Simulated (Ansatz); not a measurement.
## [Cl···H···Br], doublet: transfer scan

Starting geometry:

| atom | x (Å) | y (Å) | z (Å) |
| --- | --- | --- | --- |
| Cl | 0.0000 | 0.0000 | -1.4786 |
| H | 0.0000 | 0.0000 | -0.1998 |
| Br | 0.0000 | 0.0000 | 1.6784 |

From there atom H2 is moved from one fragment to the other while all else, the fragments' distance too, stays fixed; atoms are numbered as listed. Energies are in kJ/mol, counted from the starting geometry at the same level.

Basis cc-pVTZ; Ansatz 0.2.0. Only valence electrons are correlated (noble-gas cores and the filled d shells of p-block atoms frozen). Prefix R: restricted or restricted open-shell reference; prefix U: unrestricted. No spin–orbit coupling is included, and no scalar relativity.

Full CI isn't at hand for all of this; UCCSDT(Q) serves as the reference, and is uncertain by the last step of the cluster series or more. The frozen core follows each run's orbitals, which can shift R against U totals by a few meV for light atoms and by up to 0.1 eV past Ca.

| distance Cl1-H2 (Å) | UCCSDT(Q) | error RHF | error RMP2 | error UMP2 | error UCCSD(T) | error BCCD(T) | error RCCSDT(Q) |
| --- | --- | --- | --- | --- | --- | --- | --- |
| 1.279 | 0.0 | 0.0 | 0.0 | 0.0 | 0.0 | 0.0 | 0.0 |
| 1.329 | 3.1 | 6.8 | 1.0 | 1.3 | 0.2 | 0.1 | 0.0 |
| 1.428 | 18.2 | 24.1 | 2.7 | 5.7 | 0.6 | 0.4 | -0.1 |
| 1.528 | 32.7 | 40.7 | -1.6 | 10.6 | 0.9 | 0.6 | -0.1 |
| 1.627 | 38.6 | 27.2 | 6.5 | 9.9 | 0.8 | 0.5 | -0.1 |

Errors are those of relative energies. In total energy the starting point itself misses UCCSDT(Q) by: RHF 1067.6, RMP2 137.2, UMP2 139.9, UCCSD(T) 4.2, BCCD(T) 4.3, RCCSDT(Q) 0.3 kJ/mol.

Spread of the error over the points with a reference, to 1.627 Å (largest less smallest): RCCSDT(Q) 0.1, BCCD(T) 0.6, UCCSD(T) 0.9, RMP2 8.0, UMP2 10.6, RHF 40.7 kJ/mol.
